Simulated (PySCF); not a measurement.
## hydronium in clusters of hydrogen fluoride

Gas-phase clusters of one hydronium with n hydrogen fluoride, each in one structure from a short search with a few starts, optimised by PBE0-D3(BJ)/def2-SVPD or PBE0-D3(BJ)/def2-TZVPD; other arrangements may lie lower. Binding energies from relaxed separate molecules, wB97M-D3(BJ)/def2-TZVPD, counterpoise-corrected, in kcal/mol (PySCF).

Frequency runs check only 2 of the 3 structures; these show no clear imaginary mode.

Problem. How does binding build up with each further hydrogen fluoride?

Solution. 
```
n  binding energy  gain of the last molecule
1           -18.6                      -18.6
2           -34.2                      -15.6
3           -47.6                      -13.5
```

Each molecule adds less than the one before.
